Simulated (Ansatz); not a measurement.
**Rutile TiO₂: Voigt–Reuss–Hill bulk modulus by level of theory**

No measured value is used here.

| level (code) | value (GPa) | cell (Å³/atom) |
|---|---|---|
| LDA (Ansatz) | … | 10.06 |
| PBE (Ansatz) | 208 | 10.65 |
| r²SCAN (Ansatz) | 235 | 10.40 |
| HSE06 (Ansatz) | 241 | 10.30 |

**Question.** Fill in the missing entries.

**Answer.** 
- LDA (Ansatz, a program for electronic structure), value (GPa): 247

Each level is taken at its own relaxed cell. Cutoffs differ between the levels. Ansatz's density-functional and Hartree–Fock values are scalar-relativistic unless marked +SOC, with PAW data made under PBE.
